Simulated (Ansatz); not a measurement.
[NH2···H···Si], triplet along the distance N1-H4

Starting geometry:

```xyz
5

N    -1.9728   -0.0126   -0.0197
H    -2.2700    0.9552   -0.0197
H    -2.2700   -0.4149    0.8606
H    -0.9603   -0.0126   -0.0197
Si    1.1812   -0.0126   -0.0197
```

From there H4 is moved from one fragment to the other while all else, the fragments' distance too, stays fixed; atoms are numbered as listed. Energies are in kJ/mol, counted from the starting geometry at the same level. Kohn–Sham curves are unrestricted where that lies lower.

Basis cc-pVDZ; Ansatz 0.2.0. Only valence electrons are correlated (noble-gas cores frozen). R marks a restricted (for open shells ROHF) determinant, U an unrestricted one.

Unrestricted rows (U, and Kohn–Sham where it breaks symmetry) aren't spin-pure: their determinants' ⟨S²⟩ exceeds S(S+1) by up to 0.17, so they mix in states of higher spin.

In so small a basis the reference is far from its limit while semilocal and hybrid functionals are nearer theirs (RPA and double hybrids share much of the reference's basis error), so the functionals' errors here hold much of the reference's basis and frozen-core error, which can add to them or hide them.

Full CI isn't at hand for all of this; UCCSDT(Q) serves as the reference, and is uncertain by about the last step of the cluster series.

| distance N1-H4 (Å) | UCCSDT(Q) | PBE | r2SCAN | PBE0 | B3LYP | r2SCANh | wB97M-V | B2PLYP | RPA-PBE |
| --- | --- | --- | --- | --- | --- | --- | --- | --- | --- |
| 0.942 | 14.5 | 19.1 | 16.2 | 15.2 | 15.2 | 15.0 | 13.7 | 14.0 | 16.0 |
| 1.012 | 0.0 | 0.0 | 0.0 | 0.0 | 0.0 | 0.0 | 0.0 | 0.0 | 0.0 |
| 1.113 | 16.3 | 7.7 | 11.8 | 14.4 | 14.0 | 13.9 | 17.1 | 16.3 | 14.9 |
| 1.213 | 55.5 | 35.4 | 43.8 | 50.7 | 48.6 | 48.6 | 57.6 | 55.1 | 51.6 |
| 1.313 | 103.1 | 68.7 | 80.9 | 91.9 | 86.7 | 88.4 | 102.8 | 100.9 | 92.2 |
| 1.413 | 144.5 | 99.6 | 112.8 | 124.1 | 116.1 | 120.4 | 136.0 | 133.3 | 127.5 |
| 1.514 | 167.2 | 124.9 | 134.5 | 145.1 | 135.1 | 140.6 | 156.9 | 153.8 | 152.8 |
| 1.614 | 179.5 | 146.3 | 150.7 | 160.3 | 148.8 | 154.9 | 169.2 | 166.3 | 168.1 |
| 1.714 | 193.5 | 171.9 | 171.2 | 179.4 | 166.9 | 173.4 | 184.2 | 181.7 | 184.5 |
